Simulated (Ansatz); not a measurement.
Born–Oppenheimer molecular dynamics of CH$_{6}$BN (9 atoms, charge 0, multiplicity 1). It goes on from the last frame of an earlier run, with new velocities.

Computed with Ansatz 0.2.0, RKS BLYP/6-31G*.

- ensemble: NVE (velocity Verlet)
- time step: 0.5 fs
- steps asked: 250
- starting velocities drawn for: 300 K
- seed: 385787

First frame:

```xyz
9
Properties=species:S:1:pos:R:3
B 0.162 -0.205 -0.688
H 0.538 -1.124 -1.660
N 1.516 0.048 -0.431
H 1.898 0.786 0.067
H 2.079 -0.306 -1.317
C -1.676 0.061 -0.512
H -2.461 0.557 0.195
H -1.540 0.933 -1.217
H -2.733 -0.745 -0.888
```

Q: How far do the bonds stretch over the last three quarters of this one trajectory? (Pairs bonded in most of those frames.)

A: 
```json
{"bond": "B1–H2", "mean (Å)": "1.234", "spread (Å)": "0.068", "shortest": "1.12", "longest": "1.36"}
{"bond": "B1–N3", "mean (Å)": "1.459", "spread (Å)": "0.079", "shortest": "1.30", "longest": "1.60"}
{"bond": "B1–C6", "mean (Å)": "1.642", "spread (Å)": "0.108", "shortest": "1.48", "longest": "1.90"}
{"bond": "N3–H4", "mean (Å)": "1.044", "spread (Å)": "0.050", "shortest": "0.96", "longest": "1.16"}
{"bond": "N3–H5", "mean (Å)": "1.043", "spread (Å)": "0.060", "shortest": "0.93", "longest": "1.17"}
{"bond": "C6–H7", "mean (Å)": "1.143", "spread (Å)": "0.095", "shortest": "0.98", "longest": "1.30"}
{"bond": "C6–H8", "mean (Å)": "1.115", "spread (Å)": "0.030", "shortest": "1.05", "longest": "1.17"}
{"bond": "C6–H9", "mean (Å)": "1.181", "spread (Å)": "0.153", "shortest": "0.92", "longest": "1.39"}
```

Mean temperature of the second half: 2354 K. The conserved energy stayed within 2.4 meV per atom of its start (net change -2 meV per atom), so the integration is sound. The kinetic energy rose, since the run started high on the potential surface and went downhill. A run of 0.12 ps of so small a system gives no equilibrium averages.

Time of the run: 2.7 min on 1 thread of Intel(R) Xeon(R) 6975P-C (Granite Rapids), with other jobs on the host, peak memory 0.11 GiB.
